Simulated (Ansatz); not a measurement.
Geometry optimisation, RKS PBE/def2-SVP in Ansatz.

Input:

```yaml
crystal:
  periodic: [false, false, false]
  atoms:
    - { symbol: B, position_ang: [0.0, 0.0, 0.0] }
    - { symbol: F, position_ang: [0.0, 0.0, 1.67] }
    - { symbol: H, position_ang: [1.0305, 0.0, -0.595] }
    - { symbol: H, position_ang: [-1.0305, 0.0, -0.595] }
    - { symbol: Si, position_ang: [0.094, -2.1331, 0.7095] }
    - { symbol: H, position_ang: [-0.6959, -2.9783, -0.1812] }
    - { symbol: H, position_ang: [1.4817, -2.5871, 0.7061] }
    - { symbol: H, position_ang: [-0.4425, -2.2202, 2.0645] }
    - { symbol: H, position_ang: [0.047, -1.0657, 1.6785] }
basis:
  gaussian: { orbitals: def2-SVP }
hamiltonian:
  xc: pbe
relax:
  f_tol: 0.15
  max_steps: 25
  restrain:
    - { distance: [0, 4], at: 1.95, k: 30.0 }
    - { distance: [8, 1], at: 0.92, k: 30.0 }
    - { distance: [0, 1], at: 2.52, k: 30.0 }
    - { distance: [8, 4], at: 2.66, k: 30.0 }
```

Launched with:

```bash
$ ansatz run input.yaml --threads 1 --pin off --max-ram 2048MiB --backend cpu --events-out ev --progress --plain --runs-dir out
```

Task: Where does it end, and by what steps?

Result: It converged. The restraints hold the end off the free minimum; the threshold counts their pulls, which the force column leaves out. Restrained pairs: B1–Si5 (2.25 → 1.97 Å), F2–H9 (1.07 → 0.93 Å), B1–F2 (1.67 → 2.51 Å), Si5–H9 (1.44 → 2.66 Å). After 10 steps the energy has fallen by 2.741 eV (the restraints' own energy left out); H9 moved furthest, 0.95 Å.

| step | energy less start (eV) | largest force component (eV/Å) | accepted |
| --- | --- | --- | --- |
| 0 | 0.0000 | 6.505 | yes |
| 1 | -1.5292 | 3.672 | yes |
| 2 | -1.8095 | 3.524 | yes |
| 3 | -2.0759 | 3.432 | yes |
| 4 | -2.4104 | 2.625 | yes |
| 5 | -2.6977 | 1.141 | yes |
| 6 | -2.6865 | 0.869 | yes |
| 7 | -2.6412 | 1.712 | no |
| 8 | -2.7376 | 0.730 | yes |
| 9 | -2.7427 | 0.716 | yes |
| 10 | -2.7408 | 0.642 | yes |

```xyz
9
Properties=species:S:1:pos:R:3
B 0.001 -0.434 -0.305
F 0.363 0.245 2.087
H 0.945 0.156 -0.792
H -1.100 0.074 -0.401
Si 0.136 -2.256 0.437
H -0.556 -3.275 -0.436
H 1.518 -2.761 0.748
H -0.632 -2.279 1.755
H -0.191 -0.454 2.364
```

Run time: 25 s on 1 thread of Arm Neoverse V1, on a shared host, peak memory 0.13 GiB.
